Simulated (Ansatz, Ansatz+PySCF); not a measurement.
```yaml
atoms:
  - { symbol: B, position_ang: [0.0000, 0.0000, -0.7469] }
  - { symbol: F, position_ang: [0.0000, 0.0000, 0.4150] }
```

RHF-MP2 on singlet BF was run in several spherical basis sets with Ansatz (development build ahead of 0.2.0). Frozen core: 2 orbitals.

Rank the basis sets by the total energy that they give, lowest first, with the distance from the lowest.
A. def2-TZVP
B. def2-SVP
C. cc-pVTZ
D. cc-pVDZ
E. 6-31G(d)

A (0.00 eV), C (0.09 eV), D (3.51 eV), E (4.20 eV), B (6.33 eV).

Totals follow the description of the cores as much as that of the bonds, so this order isn't one of quality for chemistry.
